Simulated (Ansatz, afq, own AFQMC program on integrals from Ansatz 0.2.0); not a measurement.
## GeH$_{2}$, singlet in cc-pVDZ, levels against full CI

```xyz
3

Ge    0.0000   -0.0303    0.0000
H     0.0000    1.0906   -1.1335
H     0.0000    1.0906    1.1335
```

Basis cc-pVDZ. Only valence electrons are correlated. Ansatz 0.2.0 and our own AFQMC program on the same integrals; the CISD trial comes from CCSD amplitudes, and released means the phaseless constraint is let go. Free projection: walkers drawn from exp(T), propagated without any constraint. Its projection time is finite, and what remains of the start isn't in its error. Error bars are statistical, one sigma. No spin–orbit coupling.

Determinant: UHF, the one that the program's search chose, which needn't be the lowest solution. The geometry is a point of a scan.

Full CI on the same integrals is exact in this basis and with this determinant's frozen core.

Cautions: no relativity below Rb; no spin-orbit coupling; inner d shell frozen; an unrestricted solution with more broken spin lies lower (27 meV, ⟨S²⟩ 0.23), while this determinant keeps restricted orbitals.

The T1 diagnostic is 0.0129, the weight of the determinant in the CISD state is 0.917 and the ⟨S²⟩ of the determinant is 0.000. The size of the correlated space is 6 electrons in 23 orbitals.

Reference: full CI, correlation energy -3.066 eV. The released energy is read at 2.40 1/Eh (meV from the phaseless value at times in 1/Eh: 0.0 ± 1.7 at 0.24, -0.4 ± 1.6 at 0.51, -1.4 ± 1.4 at 0.99, -3.3 ± 1.1 at 1.62, -2.6 ± 1.4 at 2.40).

```csv
level,E − E(reference) (kJ/mol),share of correlation (%)
HF,295.8,0.00
MP2,76.1,74.29
CCSD,6.8,97.69
CCSD(T),1.6,99.46
CCSDT,0.3,99.91
CCSDT(Q),0.1,99.98
CCSDTQ,0.0,100.00
ph-AFQMC/HF,-3.0 ± 1.8,101.01
ph-AFQMC/CISD,0.3 ± 0.2,99.91
released AFQMC,0.0 ± 0.1,100.00
free AFQMC,0.0 ± 0.08,99.99
```

CCSDT and higher add their correlation energy to the determinant of the CCSD(T) run, since their own runs factorise the integrals more tightly (a shift of under 2 meV). Free projections are given only where their last times agree within the noise and don't stop above the reference; a slow remainder of the start can still hide under it. A walk keeps the symmetry of its determinant, which the program's search chose and which needn't be the lowest solution, so a lower state of the same spin and another symmetry isn't excluded. Released energies are given only where the last usable release times agree within the noise; a slower fall can still hide under it.
